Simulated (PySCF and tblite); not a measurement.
Values are calculated unless marked as measured or tabulated.
System: H2S2, numbered as in [SH:1][SH:2].

Geometries: PBE0-D3(BJ)/def2-TZVP; energies: PBE0/pcSseg-1 + D3(BJ); zero-point and thermal terms from GFN2-xTB harmonic modes (soft modes blended into free rotors). Rate constants are transition-state-theory values, counting equivalent paths, without tunnelling. Run with tblite and PySCF.

(1) What barrier does the rotation about the S1–S2 bond (torsion H–S1–S2–H from -91° to 91°, rising) meet, and how fast is it at 298 K?

Results:

(1) The electronic barrier is 8.3 kcal/mol and ΔG‡(298 K) 8.0 kcal/mol, over a C2v saddle with an imaginary mode of 413i cm⁻¹ (GFN2-xTB). With 1 equivalent path, k is 8.4×10⁶ s⁻¹, a mean lifetime of the start of 120 ns against this motion.
